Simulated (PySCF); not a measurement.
**S₂H₂: relaxation and vibrations of the singlet**

Aim: relax S₂H₂ as a singlet from a trigonal pyramidal start, check by its vibrations whether the end is a minimum, and collect its spectrum and constants.

Program: PySCF 2.14.0. Level of theory: PBE0, basis S def2-TZVP, H def2-TZVP, no relativity, density fitting. These are calculated values, not measurements.

## (1) Where the work starts

4 atoms, charge 0, spin multiplicity 1.

Bond lengths: S1–S2 1.880 Å, S1–H3 1.350 Å, S1–H4 1.350 Å. Angles: S2–S1–H3 99.8°, S2–S1–H4 99.8°, H3–S1–H4 99.8°.

```xyz
4
charge 0 multiplicity 1
S     0.0000   -0.9047    0.0000
S     0.0533    0.9746    0.0000
H    -0.8456   -1.1095   -1.0323
H    -0.8456   -1.1095    1.0323
```

## (2) The SCF at the typed geometry

One driver script runs all steps and calls PySCF; scf.py shows how it sets up the SCF of each step. The optimiser is the driver's own. After this first run the driver tries any further starts and a stability analysis.

File scf.py:

```python
from pyscf import gto, scf, dft
mol = gto.M(atom='''
S     -0.000000    -0.904670    -0.000000
S      0.053310     0.974620     0.000000
H     -0.845560    -1.109480    -1.032300
H     -0.845560    -1.109480     1.032300''',
    basis={'S': 'def2-TZVP', 'H': 'def2-TZVP'},
    charge=0, spin=0)
mf = dft.RKS(mol, xc='PBE0')
mf.grids.atom_grid = (50, 194)
aux = {'S': 'def2-universal-JKFIT', 'H': 'def2-universal-JKFIT'}
mf = mf.density_fit(auxbasis=aux)
mf.conv_tol = 1e-08
mf.diis_space = 10
mf.max_cycle = 60
mf.init_guess = 'minao'
mf.verbose = 4
mf.kernel()
```

Run with:

```console
$ OMP_NUM_THREADS=2 python axn.py task.json out
```

Output:

```text
init E= -797.601931352187
  HOMO = -0.261258300218184  LUMO = -0.0452403019226715  gap/eV = 5.87815
cycle= 1 E= -797.221750021853  delta_E= 0.38  |g|= 0.39  |ddm|= 1.68
  HOMO = -0.159658807131478  LUMO = -0.0534707116478188  gap/eV = 2.88953
cycle= 2 E= -797.131371240854  delta_E= 0.0904  |g|= 0.668  |ddm|= 1.28
  HOMO = -0.218042055191233  LUMO = -0.0160525467474775  gap/eV = 5.49641
cycle= 3 E= -797.276863558393  delta_E= -0.145  |g|= 0.0451  |ddm|= 0.809
  HOMO = -0.228586345172083  LUMO = -0.0193079692406353  gap/eV = 5.69475
cycle= 4 E= -797.277204398422  delta_E= -0.000341  |g|= 0.0313  |ddm|= 0.0745
  HOMO = -0.2255479321284  LUMO = -0.0173057167124727  gap/eV = 5.66656
cycle= 5 E= -797.277463102371  delta_E= -0.000259  |g|= 0.00252  |ddm|= 0.0268
  HOMO = -0.225433655982435  LUMO = -0.0172247020388647  gap/eV = 5.66565
cycle= 6 E= -797.27746463489  delta_E= -1.53e-06  |g|= 0.000747  |ddm|= 0.00305
  HOMO = -0.225429149041062  LUMO = -0.0172206112936709  gap/eV = 5.66564
cycle= 7 E= -797.277464772053  delta_E= -1.37e-07  |g|= 0.000166  |ddm|= 0.000935
  HOMO = -0.225421368846881  LUMO = -0.0172338523761474  gap/eV = 5.66507
cycle= 8 E= -797.277464783592  delta_E= -1.15e-08  |g|= 4.5e-05  |ddm|= 0.000355
  HOMO = -0.225415786404771  LUMO = -0.0172323987917888  gap/eV = 5.66496
cycle= 9 E= -797.277464784356  delta_E= -7.63e-10  |g|= 1.3e-05  |ddm|= 8.28e-05
  HOMO = -0.225415689877813  LUMO = -0.0172338009655179  gap/eV = 5.66492
Extra cycle  E= -797.277464784395  delta_E= -3.88e-11  |g|= 1.1e-05  |ddm|= 3.27e-05
converged SCF energy = -797.277464784395
```

This step, with its further starts and checks, took 2.2 s on 2 threads of Arm Neoverse V2, shared host.

The test of internal stability found no lower closed-shell solution.

## (3) Relaxation: trigonal pyramidal start, singlet

The program finds Cs symmetry in the start, which this walk keeps. Threshold on the gradient: 0.0003 Eh/bohr, with a further test on the energy change.

scf.py, as its differences from that of step 2:

```diff
@@ -3,4 +3,4 @@
-S     -0.000000    -0.904670    -0.000000
-S      0.053310     0.974620     0.000000
-H     -0.845560    -1.109480    -1.032300
-H     -0.845560    -1.109480     1.032300''',
+S     -0.000001    -0.904672     0.000000
+S      0.053309     0.974618     0.000000
+H     -0.845561    -1.109482    -1.032300
+H     -0.845561    -1.109482     1.032300''',
@@ -16 +15,0 @@
-mf.init_guess = 'minao'
```

The optimiser's trace:

```
step  energy (Eh)  change (kJ/mol)  largest symmetric gradient (Eh/bohr)
   0  -797.277465             0.00                               0.05921
   1  -797.289310           -31.10                               0.00809
   2  -797.289824           -32.45                               0.00239
   3  -797.289846           -32.51                               0.00058
   4  -797.289847           -32.51                               0.00008
```

The walk took 3.7 s.

Positions (Å) and forces (eV/Å) along the way:

```
step 0
S    0.000  -0.905   0.000   0.368  -1.244   0.000
S    0.053   0.975   0.000   0.774   3.044   0.000
H   -0.846  -1.109  -1.032  -0.571  -0.900   0.176
H   -0.846  -1.109   1.032  -0.571  -0.900  -0.176
step 1
S    0.014  -0.869   0.000  -0.081   0.415   0.000
S    0.120   1.098   0.000   0.172  -0.013   0.000
H   -0.886  -1.189  -0.973  -0.045  -0.201   0.065
H   -0.886  -1.189   0.973  -0.045  -0.201  -0.065
step 2
S    0.009  -0.844   0.000  -0.082   0.122   0.000
S    0.138   1.117   0.000   0.026  -0.083   0.000
H   -0.893  -1.211  -0.961   0.028  -0.019   0.025
H   -0.893  -1.211   0.961   0.028  -0.019  -0.025
step 3
S    0.005  -0.839   0.000  -0.008   0.021   0.000
S    0.142   1.119   0.000  -0.002  -0.030   0.000
H   -0.892  -1.214  -0.961   0.005   0.005   0.011
H   -0.892  -1.214   0.961   0.005   0.005  -0.011
step 4
S    0.005  -0.839   0.000  -0.003   0.001   0.000
S    0.142   1.118   0.000   0.001  -0.005   0.000
H   -0.892  -1.214  -0.960   0.001   0.002   0.000
H   -0.892  -1.214   0.960   0.001   0.002   0.000
```

End point (Cs, 4 steps, 32.5 kJ/mol gained): S–H 1.367 Å (×2), S–S 1.961 Å; H–S–H 89.3°, H–S–S 108.6° (×2).

## (4) Frequencies

On the finer grid the gradient is checked again; gradients at displacements of ±0.02 bohr then give force constants and infrared intensities.

scf.py, as its differences from that of step 3:

```diff
@@ -3,4 +3,4 @@
-S     -0.000001    -0.904672     0.000000
-S      0.053309     0.974618     0.000000
-H     -0.845561    -1.109482    -1.032300
-H     -0.845561    -1.109482     1.032300''',
+S     -0.038711    -0.936837     0.000000
+S      0.097593     1.019295     0.000000
+H     -0.935982    -1.312153    -0.960421
+H     -0.935982    -1.312153     0.960421''',
@@ -10 +10 @@
-mf.grids.atom_grid = (50, 194)
+mf.grids.atom_grid = (75, 302)
@@ -13 +13 @@
-mf.conv_tol = 1e-08
+mf.conv_tol = 1e-10
```

This SCF starts from the last density.

Log of the central SCF (cycles and frontier levels):

```text
init E= -797.28986302754
  HOMO = -0.232164615312101  LUMO = -0.0204405431625438  gap/eV = 5.76131
cycle= 1 E= -797.289863027504  delta_E= 3.62e-11  |g|= 1.38e-05  |ddm|= 2.25e-05
  HOMO = -0.232161494865331  LUMO = -0.0204424691777253  gap/eV = 5.76117
cycle= 2 E= -797.289863027408  delta_E= 9.62e-11  |g|= 2.25e-05  |ddm|= 3.61e-05
  HOMO = -0.232163280441078  LUMO = -0.0204411908871427  gap/eV = 5.76125
cycle= 3 E= -797.289863027562  delta_E= -1.54e-10  |g|= 6.2e-07  |ddm|= 2.22e-05
  HOMO = -0.232163357466693  LUMO = -0.0204412366552695  gap/eV = 5.76125
cycle= 4 E= -797.28986302756  delta_E= 1.82e-12  |g|= 2.05e-08  |ddm|= 5.2e-07
  HOMO = -0.232163355353006  LUMO = -0.0204412355570174  gap/eV = 5.76125
Extra cycle  E= -797.289863027562  delta_E= -1.48e-12  |g|= 2.07e-08  |ddm|= 6.09e-08
converged SCF energy = -797.289863027562
```

The whole step took 22 s.

Geometry: Cs; S–H 1.367 Å (×2), S–S 1.961 Å; H–S–H 89.3°, H–S–S 108.6° (×2).

Modes, for the most abundant isotopes:

| symmetry | ω (cm⁻¹) | IR (km/mol) | μ (u) | type |
| --- | --- | --- | --- | --- |
| a' | 592 | 42.8 | 28.73 | stretch |
| a'' | 837 | 4.4 | 1.05 | bend |
| a' | 871 | 18.6 | 1.11 | bend |
| a' | 1225 | 40.3 | 1.03 | bend |
| a'' | 2468 | 12.7 | 1.04 | stretch |
| a' | 2479 | 96.7 | 1.03 | stretch |

No imaginary mode, so this is a minimum.

Properties at this point:

| Property | Result |
| --- | --- |
| Dipole moment | 3.87 D |
| Highest occupied level | -6.32 eV |
| Lowest empty level | -0.56 eV |
| Rotational constants | 5.196, 0.2521, 0.2503 cm⁻¹ |
| Zero-point energy | 50.7 kJ/mol |
| Principal polarisabilities | 26.9, 29.1, 55.3 bohr³ |
| Atomisation energy without zero-point energy | 893 kJ/mol |
| Principal traceless quadrupole moments about the centre of mass | -3.73, 0.22, 3.51 D Å |
| Entropy at 298.15 K and 1 bar | 253.0 J/(mol K) |
| Heat capacity Cp at 298.15 K | 43.2 J/(mol K) |
| Enthalpy at 298.15 K above 0 K | 10.73 kJ/mol |
| Rotational symmetry number | 1 |

Populations by atom (charges in e):

```
atom  Mulliken  Löwdin  polar tensor  Mayer order to S1
  S1      0.06    0.27          0.56                  –
  S2     -0.40   -0.35         -0.45               1.51
H3,4      0.17    0.04         -0.06               0.87
```

Mulliken populations on S1: s 5.76, p 9.83, d 0.33, f 0.02.

## (5) Results

```
                                 quantity                                                            value
                                  minimum                                                      singlet, Cs
                                 geometry    S–H 1.367 Å (×2), S–S 1.961 Å; H–S–H 89.3°, H–S–S 108.6° (×2)
                       wavenumbers (cm⁻¹)  592 (a'), 837 (a''), 871 (a'), 1225 (a'), 2468 (a''), 2479 (a')
                            dipole moment                                                           3.87 D
     highest occupied, lowest empty level                                                  -6.32, -0.56 eV
                polar-tensor charge of S1                                                          +0.56 e
                        zero-point energy                                                      50.7 kJ/mol
                      entropy at 298.15 K                                                  253.0 J/(mol K)
atomisation energy (no zero-point energy)                                                       893 kJ/mol
```

What this shows: The trigonal pyramidal start keeps its Cs symmetry and ends in a minimum. The strongest infrared band lies at 2479 cm⁻¹ (a', stretch). Other starts or spin states, not run here, may lie lower.

The search up to here took 28 s.
